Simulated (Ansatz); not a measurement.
Input file for Ansatz (a quantum-chemistry and plane-wave program): R-CCSD(T)/aug-cc-pVDZ on CH4 (SMILES C).

Ansatz 0.2 input:
```yaml
crystal:
  periodic: [false, false, false]
  atoms:
    - {symbol: C, position_ang: [0.00000000, 0.00000000, 0.00000000]}
    - {symbol: H, position_ang: [0.00000000, 1.08744517, 0.00000000]}
    - {symbol: H, position_ang: [-0.51262657, -0.36248173, 0.88789526]}
    - {symbol: H, position_ang: [-0.51262657, -0.36248173, -0.88789526]}
    - {symbol: H, position_ang: [1.02525314, -0.36248173, 0.00000000]}
basis:
  gaussian:
    orbitals: aug-cc-pVDZ
magnetization: {spin_polarized: false}
correlation: {method: ccsd_t, electrons: outside_noble_gas}
scf: {lower_state_search: off}
```

What total energy does the run end on?

-40.3952 hartree (reference determinant -40.1996, T1 diagnostic 0.007).
